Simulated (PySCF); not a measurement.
Molecule: tetracyclo[2.2.0.02,6.03,5]hexane (SMILES C12C3C1C1C2C31).

Cartesian coordinates in Å; atom numbers follow the order of the lines, from 1:
```xyz
12

C    -0.0392   -0.3281   -1.1151
C    -0.8551   -0.7827    0.0650
C    -0.8849    0.6612   -0.3596
C     0.3013    0.9605    0.5763
C     1.1471   -0.0287   -0.1797
C     0.3312   -0.4829    1.0005
H    -0.0751   -0.6316   -2.1452
H    -1.6470   -1.5064    0.1270
H    -1.7038    1.2730   -0.6911
H     0.5804    1.8497    1.1111
H     2.2087   -0.0553   -0.3437
H     0.6377   -0.9294    1.9285
```

Frames of a GFN2-xTB Langevin trajectory at 300 K; GIAO PBE0/pcSseg-1 shieldings in PySCF 2.14.0 with density-fitted response routines, gas phase, non-relativistic; equivalent atoms averaged within each frame.

Chemical shifts δ = σref − σ; ¹³C (σref 186.93), ¹H (σref 31.72) vs TMS, all at this level. The references are static minima.

Q: How do the shifts (ppm) fluctuate along the trajectory?

A: 
```tsv
time (fs)	C1/C2/C3/C4/C5/C6	H7/H8/H9/H10/H11/H12
optimised geometry	29.1	2.21
250	29.7	2.09
425	34.4	2.56
625	34.8	3.02
800	29.8	2.55
1000	30.1	2.33
mean of frames	31.8	2.51
standard deviation	2.6	0.35
```

5 frames give an uncertainty of the mean of about the standard deviation over 2.2 at best, since frames this close in time may not be independent; classical motion lacks zero-point vibration, and the reference would need the same averaging.
